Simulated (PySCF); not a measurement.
Work out the structure from these simulated measurements.

Elements present: C, F and H. Monoisotopic mass: 102.0093 u.

| Quantity | Value |
| --- | --- |
| Polarisability | 30.3 au [B3LYP/def2-SVPD] |
| 1H NMR | chemical shifts (computed TMS as zero) by class: 4.38 (2 H) ppm [GIAO B97-2/pcSseg-2] |
| Rotational structure | rotational constants A, B, C: 5.387, 2.815, 2.776 GHz [PBE0-D3(BJ)/def2-SVP] |
| Couplings | largest of the computed one-bond spin–spin couplings (means over like bonds): 19F–13C -346.3 (×3), 19F–13C -254.8, 13C–1H +158.3 (×2), 13C–13C +73.4 Hz [B3LYP/pcJ-1] |
| UV, strongest line | among the 10 lowest singlet transitions: S9 at 11.20 eV (111 nm, f = 0.080) [TDDFT B3LYP/def2-SVPD] |
| 13C NMR | chemical shifts (computed TMS as zero) by class: 131.0 (1 C), 81.9 (1 C) ppm [GIAO B97-2/pcSseg-2] |
| Valence photoelectron | vertical ionisation energy: 13.21 eV [ΔSCF B3LYP/def2-SVPD] |

Gas-phase values; electronic properties from PySCF, density fitting. Levels stand in brackets. Geometry: PBE0-D3(BJ)/def2-SVP; no solvent, vibrations or thermal averaging. Each NMR value is the plain mean over a class of atoms that symmetry, rotation or inversion makes alike.

Problem. Which formula fits the mass and the elements?

Solution. C2H2F4 (calculated 102.0093). No other formula that holds each of these elements comes within 0.0003 u with a fitting electron parity and a possible valence count.

Problem. Propose a structure and show how it fits.

Solution. Numbering: `[F:1][CH2:2][C:3]([F:4])([F:5])[F:6]`. Its formula, C2H2F4, gives 0 degrees of unsaturation, so no ring and no π bond. 2 carbons fall into 2 classes; from least to most shielded: CF3 carbon [C3] (131.0 ppm), sp3 C–F carbon [C2] (81.9 ppm). All hydrogens form one class (4.38 ppm): methylene hydrogen. The couplings run between: -346.3 Hz, fluorine of a CF3 group [F4] and CF3 carbon [C3] (with 2 like pairs); -254.8 Hz, alkyl fluorine [F1] and sp3 C–F carbon [C2]; +158.3 Hz, sp3 C–F carbon [C2] and its hydrogen (with 1 like pair); +73.4 Hz, sp3 C–F carbon [C2] and CF3 carbon [C3]. The first electron is taken from the HOMO, whose largest Löwdin shares are 0.35 on the alkyl fluorine, 0.19 on the sp3 C–F carbon, 0.13 on the CF3 carbon and 0.09 on a fluorine of a CF3 group. The optimised geometry has point group Cs and is an asymmetric top. Structure: 1,1,1,2-tetrafluoroethane, `FCC(F)(F)F`. Computed isomers that give other values at the same levels: `FC(F)C(F)F` (13C chemical shifts (computed TMS as zero) by class: 115.8 (2 C) ppm). The assignments are read from this structure; whether some other isomer fits the data as well wasn't checked.

Shape of the structure used: `[F:1][CH2:2][C:3]([F:4])([F:5])[F:6]`: F1–C2–C3–F4 -61°.
